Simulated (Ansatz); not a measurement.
**AlSiP+ (doublet): from Hartree-Fock to the top rungs, def2-QZVPP**

An exercise on one series of results from a longer session: the logs are not shown, and one member is left open.

Program: Ansatz 0.2.0, Gaussian basis. Level of theory: def2-QZVPP, core rule «outside noble gas», up to 15 orbitals frozen. These are calculated values, not measurements.

Plan: UHF; ROHF; CCSD(T) on UHF.

2 further runs of the same task are left out: 2 set aside as unsound or not needed. Runs told in other sessions of the task aren't counted.

## What is computed

The geometry is a PBE0/def2-TZVP stationary point (not a proven minimum) of the parent state, kept for this charge and spin.

3 atoms, charge 1, spin multiplicity 2.

Atoms are counted from 1 here; the program's logs count them from 0.

Bond lengths: P1–Al2 2.137 Å, Al2–Si3 2.375 Å. Angles: P1–Al2–Si3 180.0°.

Coordinates:

```
P     0.00000    0.00000   -2.21627
Al    0.00000    0.00000   -0.07927
Si    0.00000    0.00000    2.29553
```

Set-up of the first run:

in.yaml

```yaml
crystal:
  periodic: [false, false, false]
  atoms:
    - {symbol: P, position_ang: [0.000000, 0.000000, -2.216267]}
    - {symbol: Al, position_ang: [0.000000, 0.000000, -0.079267]}
    - {symbol: Si, position_ang: [0.000000, 0.000000, 2.295533]}
basis:
  gaussian: {orbitals: "def2-QZVPP.json"}
total_charge: 1
magnetization: {spin_polarized: true, initial_magnetization: 1}
hamiltonian: {xc: hf}
output: {orbitals: {seedname: orbitals}}
```

On the command line:

```console
ansatz run in.yaml --threads 1 --pin off --events-out ev --progress --plain --max-ram 2393MiB
```

Steps of the session up to this table: UHF; ROHF; CCSD(T) on UHF.

One table of the session follows, with a row left open; its other results are not shown here.

| method | from UCCSD(T) (meV) |
| --- | --- |
| ROHF | ? |
| UHF | +7501.3 |
| UMP2 | +1737.8 |
| UCCSD | +404.9 |
| UCCSD(T) | 0 |

**Question.** Estimate the row for ROHF.

As computed: from UCCSD(T) (meV): +9401.1. In the column «from UCCSD(T) (meV)» it is the highest.

Caveats from the session: The determinant of HF (⟨S²⟩ 2.25) is far from a pure spin state, so its energy mixes those of several spin states; that is harmless only where they are near-degenerate. The determinant of CCSD(T) (⟨S²⟩ 2.25) is far from a pure spin state, so its energy mixes those of several spin states; high orders of coupled cluster remove much of that, low ones don't.
